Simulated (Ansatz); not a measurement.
AlH2Et (C2H7Al). The state is a singlet with charge 0. Geometry r2SCAN-D4/def2-TZVP; atoms count from 1.

```xyz
10

Al   -0.3892   -0.7579   -1.4201
C     0.6899   -0.2006    0.1177
C    -0.1322    0.7256    1.0386
H    -1.4155   -1.9653   -1.2783
H    -0.3280    0.0410   -2.7938
H     1.5986    0.3196   -0.2043
H     1.0211   -1.0745    0.6907
H     0.4413    1.0431    1.9151
H    -0.4509    1.6369    0.5223
H    -1.0353    0.2322    1.4119
```

Another isomer (singlet) lies 0.66 eV lower at PBE0-D4/def2-TZVP; other spin states weren't run for this one.

Estimate the Mulliken populations from the PBE0/def2-TZVP orbitals of Ansatz.


```csv
atom,charge (e)
Al1,0.38
C2,-0.38
C3,-0.41
H4,-0.11
H5,-0.11
H6,0.12
H7,0.12
H8,0.13
H9,0.13
H10,0.13
```
Mulliken values depend strongly on the basis.

And the Mayer bond orders between heavy atoms (over 0.3)?

Al1–C2 0.96 (1.96 Å); C2–C3 0.99 (1.54 Å).
